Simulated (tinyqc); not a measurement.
RHF in the sto-3g basis, for OH-, spin multiplicity 1, step by step. The basis has no diffuse functions, so it cannot describe the extra electron: this is an exercise in the method, not the real anion. One step of it, computed by the program tinyqc.

Problem. Iteration 1: building the Fock matrix. J_ij = sum D_kl (ij|kl), K_ij = sum D_kl (ik|jl); F = H + J - 0.5 K; E = tr D H + tr D J / 2 - 0.25 tr D K + E_nn.

D at the start, lower triangle:
```
            1O 1s      1O 2s    1O 2px    1O 2py     1O 2pz     2H 1s
1O 1s    2.124478
1O 2s   -0.536289   2.308485
1O 2px   0.000000   0.000000  2.000000
1O 2py   0.000000   0.000000  0.000000  2.000000
1O 2pz  -0.032222   0.185239  0.000000  0.000000   2.175874
2H 1s    0.068873  -0.293706  0.000000  0.000000  -0.329636  0.080719
```

core Hamiltonian H = T + V (hartree), lower triangle:
```
             1O 1s      1O 2s     1O 2px     1O 2py     1O 2pz      2H 1s
1O 1s   -32.088580
1O 2s    -7.463128  -8.714948
1O 2px    0.000000   0.000000  -6.892727
1O 2py    0.000000   0.000000   0.000000  -6.892727
1O 2pz   -0.011379  -0.139512   0.000000   0.000000  -6.979057
2H 1s    -1.170397  -2.662391   0.000000   0.000000  -1.985567  -4.180069
```

Two-electron integrals (ij|kl) in chemists' order, unique and non-zero (hartree):
```
(11|11) 4.785065   (21|11) 0.741380   (21|21) 0.136873   (22|11) 1.118947
(22|21) 0.256633   (22|22) 0.817206   (31|31) 0.024477   (32|31) 0.037809
(32|32) 0.180518   (33|11) 1.115814   (33|21) 0.256684   (33|22) 0.817023
(33|33) 0.880159   (41|41) 0.024477   (42|41) 0.037809   (42|42) 0.180518
(43|43) 0.047444   (44|11) 1.115814   (44|21) 0.256684   (44|22) 0.817023
(44|33) 0.785270   (44|44) 0.880159   (51|51) 0.024477   (52|51) 0.037809
(52|52) 0.180518   (53|53) 0.047444   (54|54) 0.047444   (55|11) 1.115814
(55|21) 0.256684   (55|22) 0.817023   (55|33) 0.785270   (55|44) 0.785270
(55|55) 0.880159   (61|11) 0.116643   (61|21) 0.021369   (61|22) 0.039866
(61|33) 0.039788   (61|44) 0.039788   (61|51) 0.000979   (61|52) 0.001844
(61|55) 0.040029   (61|61) 0.003379   (62|11) 0.303212   (62|21) 0.070500
(62|22) 0.250937   (62|33) 0.246527   (62|44) 0.246527   (62|51) 0.005301
(62|52) 0.041658   (62|55) 0.259510   (62|61) 0.011240   (62|62) 0.097954
(63|31) 0.007136   (63|32) 0.042411   (63|53) 0.008500   (63|63) 0.013471
(64|41) 0.007136   (64|42) 0.042411   (64|54) 0.008500   (64|64) 0.013471
(65|11) 0.226641   (65|21) 0.053348   (65|22) 0.202725   (65|33) 0.193674
(65|44) 0.193674   (65|51) 0.010632   (65|52) 0.074017   (65|55) 0.220594
(65|61) 0.008855   (65|62) 0.096178   (65|65) 0.106821   (66|11) 0.463843
(66|21) 0.109582   (66|22) 0.448937   (66|33) 0.431375   (66|44) 0.431375
(66|51) 0.010047   (66|52) 0.110763   (66|55) 0.483502   (66|61) 0.017595
(66|62) 0.227378   (66|65) 0.254766   (66|66) 0.774606
```

nuclear repulsion = 3.78659900 hartree

Give: Coulomb J; exchange K; Fock matrix F; total energy of this density.

Solution.

Coulomb J (hartree), lower triangle:
```
          1O 1s   1O 2s  1O 2px  1O 2py  1O 2pz   2H 1s
1O 1s   18.5708
1O 2s    3.5411  8.7949
1O 2px   0.0000  0.0000  8.7886
1O 2py   0.0000  0.0000  0.0000  8.7886
1O 2pz   0.0033  0.0004  0.0000  0.0000  8.7842
2H 1s    0.5532  2.6127  0.0000  0.0000  2.0685  4.4856
```

exchange K (hartree), lower triangle:
```
         1O 1s   1O 2s  1O 2px  1O 2py  1O 2pz   2H 1s
1O 1s   9.8409
1O 2s   1.7160  2.8596
1O 2px  0.0000  0.0000  2.3582
1O 2py  0.0000  0.0000  0.0000  2.3582
1O 2pz  0.0013  0.0054  0.0000  0.0000  2.3542
2H 1s   0.2836  0.7375  0.0000  0.0000  0.4350  0.3060
```

Fock matrix F (hartree), lower triangle:
```
           1O 1s    1O 2s  1O 2px  1O 2py   1O 2pz   2H 1s
1O 1s   -18.4383
1O 2s    -4.7800  -1.3498
1O 2px    0.0000   0.0000  0.7168
1O 2py    0.0000   0.0000  0.0000  0.7168
1O 2pz   -0.0088  -0.1418  0.0000  0.0000   0.6280
2H 1s    -0.7590  -0.4185  0.0000  0.0000  -0.1345  0.1525
```

total energy of this density = -72.940924 hartree
